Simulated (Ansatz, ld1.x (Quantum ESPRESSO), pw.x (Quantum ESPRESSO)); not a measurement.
# From atom to crystal: TM potential for Al

* Element: Al (Z = 13)
* Generator: ld1.x (Quantum ESPRESSO) 7.5
* Type: norm-conserving Troullier–Martins (Kleinman–Bylander form)
* Functional: PBEsol
* Relativity: scalar-relativistic
* Frozen core: [Ne]
* Valence charge: 3
* Reference configuration: 3s2 3p1
* Partial waves: 3s (bound): rc 1.85 bohr; 3d channel at 0.35 Ry: rc 2.50 bohr; 3p (bound): rc 2.35 bohr
* Local potential: the p channel
* Core correction: none

Crystal test: fcc Al in pw.x 7.5, no spin, 14³ k-points, Fermi–Dirac smearing 0.01 Ry, cutoffs 40/160 Ry. The reference is all-electron LAPW (Ansatz 0.2.0) with the same functional, mesh and smearing; V0 and B0 come from Birch–Murnaghan fits to the pressures at five volumes. Errors are pseudo minus all-electron; Δ is the rms difference of the E(V) curves that follow from these fits, minima aligned, over ±6 % about the mean V0. Mesh and smearing are coarse, so the numbers serve the comparison and aren't converged zero-temperature values; the lattice is a test structure that the element need not adopt.

```csv
V (Å³/atom),P all-electron (GPa),P pseudo (GPa)
15.397,4.49,4.90
15.802,2.01,2.43
16.207,-0.16,0.27
16.612,-2.03,-1.60
17.017,-3.66,-3.24
```

All-electron: a0 = 4.015 Å (V0 = 16.18 Å³/atom), B0 = 81.2 GPa.

Pseudopotential: mean pressure error (GPa): +0.42; a0 (Å): 4.022; a0 error (%): +0.18; B0 error (%): -2.7; Δ (meV/atom): 1.5.

At the middle volume, how do free energy and pressure move when the wave cutoff is lowered (ecutrho kept at four times it)?

```
cutoff (Ry)  shift of F (meV/atom)  shift of P (GPa)
         18                  +28.6             -0.32
         24                  +11.2             -0.40
         32                   +0.9             -0.09
```

The 8 pw.x runs together took about 37 s on one core of a shared server CPU.
